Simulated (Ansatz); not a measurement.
Nudged elastic band run: CH4BO

input.yaml

```yaml
crystal:
  periodic: [false, false, false]
  atoms:
    - { symbol: B, position_ang: [-1.355039, -0.278011, -0.399418] }
    - { symbol: C, position_ang: [0.11314, 0.075795, 0.030356] }
    - { symbol: O, position_ang: [0.935556, -1.116649, 0.327366] }
    - { symbol: H, position_ang: [-2.154321, 0.545606, -0.668123] }
    - { symbol: H, position_ang: [0.568674, 0.69533, -0.784555] }
    - { symbol: H, position_ang: [0.055532, 0.763838, 0.912842] }
    - { symbol: H, position_ang: [1.836468, -0.685909, 0.581522] }
magnetization:
  spin_polarized: true
  initial_magnetization: 1
basis:
  gaussian: { orbitals: STO-3G }
hamiltonian:
  xc: b3lyp
  dispersion: d4
neb:
  order_check: false
  images: 5
  f_tol: 0.03
  max_iterations: 60
  final_atoms:
    - { symbol: B, position_ang: [-1.07775051, 0.33229479, 0.14831629] }
    - { symbol: C, position_ang: [0.30934058, -0.03737832, -0.27124695] }
    - { symbol: O, position_ang: [1.19941354, -0.57923201, 0.65922374] }
    - { symbol: H, position_ang: [-1.80790412, 0.78458387, -0.64548211] }
    - { symbol: H, position_ang: [0.72484206, 0.07906791, -1.29132578] }
    - { symbol: H, position_ang: [-1.42257508, 0.16994658, 1.25422423] }
    - { symbol: H, position_ang: [2.07464352, -0.74928281, 0.14628058] }
  initial_path:
    images:
      - { positions_ang: [[-1.355039, -0.278011, -0.399418], [0.11314, 0.075795, 0.030356], [0.935556, -1.116649, 0.327366], [-2.154321, 0.545606, -0.668123], [0.568674, 0.69533, -0.784555], [0.055532, 0.763838, 0.912842], [1.836468, -0.685909, 0.581522]] }
      - { positions_ang: [[-1.32878682, -0.18941361, -0.31991725], [0.1623725, 0.11880476, -0.0199766], [0.96343343, -1.01910821, 0.38977718], [-2.1132466, 0.60689445, -0.65877659], [0.58663876, 0.57373079, -0.90893307], [-0.14621951, 0.56490278, 0.96891246], [1.87581824, -0.65581095, 0.54890387]] }
      - { positions_ang: [[-1.30253464, -0.10081623, -0.24041651], [0.211605, 0.16181452, -0.0703092], [0.99131086, -0.92156743, 0.45218836], [-2.07217219, 0.66818291, -0.64943017], [0.60460351, 0.45213158, -1.03331114], [-0.34797102, 0.36596755, 1.02498292], [1.91516848, -0.6257129, 0.51628575]] }
      - { positions_ang: [[-1.27628246, -0.01221884, -0.16091576], [0.2608375, 0.20482428, -0.1206418], [1.01918829, -0.82402664, 0.51459954], [-2.03109779, 0.72947136, -0.64008376], [0.62256827, 0.33053237, -1.15768921], [-0.54972253, 0.16703233, 1.08105337], [1.95451873, -0.59561485, 0.48366762]] }
      - { positions_ang: [[-1.21010515, 0.10261904, -0.05783841], [0.27700519, 0.12409008, -0.17084352], [1.07926337, -0.74242843, 0.56280761], [-1.9566999, 0.74784219, -0.64188321], [0.65665953, 0.24671088, -1.20223473], [-0.84067338, 0.16800374, 1.13877699], [1.99456032, -0.6468375, 0.37120527]] }
      - { positions_ang: [[-1.14392783, 0.21745691, 0.04523894], [0.29317289, 0.04335588, -0.22104524], [1.13933846, -0.66083022, 0.61101568], [-1.88230201, 0.76621303, -0.64368266], [0.6907508, 0.1628894, -1.24678025], [-1.13162423, 0.16897516, 1.19650061], [2.03460192, -0.69806016, 0.25874292]] }
      - { positions_ang: [[-1.07775051, 0.33229479, 0.14831629], [0.30934058, -0.03737832, -0.27124695], [1.19941354, -0.57923201, 0.65922374], [-1.80790412, 0.78458387, -0.64548211], [0.72484206, 0.07906791, -1.29132578], [-1.42257508, 0.16994658, 1.25422423], [2.07464352, -0.74928281, 0.14628058]] }
```

Launched with:

```bash
$ ansatz run input.yaml --threads 1 --pin off --max-ram 2048MiB --backend cpu --events-out ev --progress --plain --runs-dir out
```

Output, in part (warnings, iteration lines, the closing report on the highest movable image, with atoms numbered from 0):

```
NEB end point (image 0): max|allowed force component| = 1.227e-2 eV/Å (the criterion of neb.relax_end_points is 1.000e-2)
NEB end point (image 6): max|allowed force component| = 5.811e-3 eV/Å (the criterion of neb.relax_end_points is 1.000e-2)
NEB iter   1: max|band force component| = 6.775e0 eV/Å  barrier→ = 3.1383 eV  barrier← = 5.3084 eV  Δτ_max = 0.1954 Å  (185 SCF iters)
NEB iter   2: max|band force component| = 3.694e0 eV/Å  barrier→ = 1.1698 eV  barrier← = 3.3399 eV  Δτ_max = 0.1869 Å  (153 SCF iters)
NEB iter   3: max|band force component| = 1.908e0 eV/Å  barrier→ = 0.7765 eV  barrier← = 2.9466 eV  Δτ_max = 0.0668 Å  (143 SCF iters)
NEB iter   4: max|band force component| = 1.162e0 eV/Å  barrier→ = 0.7599 eV  barrier← = 2.9300 eV  Δτ_max = 0.0505 Å  (137 SCF iters)
NEB iter   5: max|band force component| = 5.996e-1 eV/Å  barrier→ = 0.7121 eV  barrier← = 2.8822 eV  Δτ_max = 0.0543 Å  (138 SCF iters)
NEB iter   6: max|band force component| = 2.687e-1 eV/Å  barrier→ = 0.6948 eV  barrier← = 2.8649 eV  CI = image 2  Δτ_max = 0.0256 Å  (139 SCF iters)
NEB iter   7: max|band force component| = 2.364e-1 eV/Å  barrier→ = 0.6907 eV  barrier← = 2.8608 eV  CI = image 2  Δτ_max = 0.0150 Å  (141 SCF iters)
NEB iter   8: max|band force component| = 1.305e-1 eV/Å  barrier→ = 0.6902 eV  barrier← = 2.8603 eV  CI = image 2  Δτ_max = 0.0061 Å  (124 SCF iters)
NEB iter   9: max|band force component| = 2.509e-2 eV/Å  barrier→ = 0.6900 eV  barrier← = 2.8601 eV  CI = image 2  Δτ_max = 0.0000 Å  (236 SCF iters)
Total energy: -3771.07293207 eV, -138.5843741286 hartree
Atom 0 at    -1.315563    -0.103734    -0.025385 Å, force    -0.002799    -0.001420     0.009358 eV/Å
Atom 1 at     0.165485    -0.117782    -0.183409 Å, force     0.009198    -0.002487    -0.014430 eV/Å
Atom 2 at     1.016036    -1.047545     0.441941 Å, force    -0.024441    -0.008061    -0.000627 eV/Å
Atom 3 at    -1.992156     0.613370    -0.652184 Å, force     0.000918    -0.001535    -0.001680 eV/Å
Atom 4 at     0.705038     0.638891    -0.804741 Å, force     0.002267    -0.000250     0.004989 eV/Å
Atom 5 at    -0.528191     0.636039     0.818154 Å, force    -0.001538     0.002936     0.002277 eV/Å
Atom 6 at     1.949362    -0.619238     0.405613 Å, force     0.016395     0.010816     0.000112 eV/Å
Dipole moment:     0.604821     0.217333     0.025901 e Å
```

The run converged. Neighbouring images differ by up to 1.2 eV, so the band resolves the path poorly. A vibrational analysis at the climbing image gives one clearly imaginary mode, 920i cm⁻¹: a first-order saddle point. Limits of this set-up: minimal basis.

Final band (atoms are numbered from 1 in the order of the input):

```json
{"image": "0", "path coordinate (Å)": "0.00", "energy (kJ/mol)": "0.0", "C2–H6 (Å)": "1.12", "B1–H6 (Å)": "2.19"}
{"image": "1", "path coordinate (Å)": "0.45", "energy (kJ/mol)": "23.7", "C2–H6 (Å)": "1.16", "B1–H6 (Å)": "1.81"}
{"image": "2", "path coordinate (Å)": "0.90", "energy (kJ/mol)": "66.6", "C2–H6 (Å)": "1.43", "B1–H6 (Å)": "1.37"}
{"image": "3", "path coordinate (Å)": "1.35", "energy (kJ/mol)": "-21.6", "C2–H6 (Å)": "1.85", "B1–H6 (Å)": "1.18"}
{"image": "4", "path coordinate (Å)": "1.81", "energy (kJ/mol)": "-139.8", "C2–H6 (Å)": "2.14", "B1–H6 (Å)": "1.16"}
{"image": "5", "path coordinate (Å)": "2.26", "energy (kJ/mol)": "-193.5", "C2–H6 (Å)": "2.26", "B1–H6 (Å)": "1.17"}
{"image": "6", "path coordinate (Å)": "2.72", "energy (kJ/mol)": "-209.4", "C2–H6 (Å)": "2.32", "B1–H6 (Å)": "1.17"}
```

The run took 27 s on 1 thread of Intel(R) Xeon(R) 6975P-C (Granite Rapids) (shared host), peak memory 0.11 GiB.
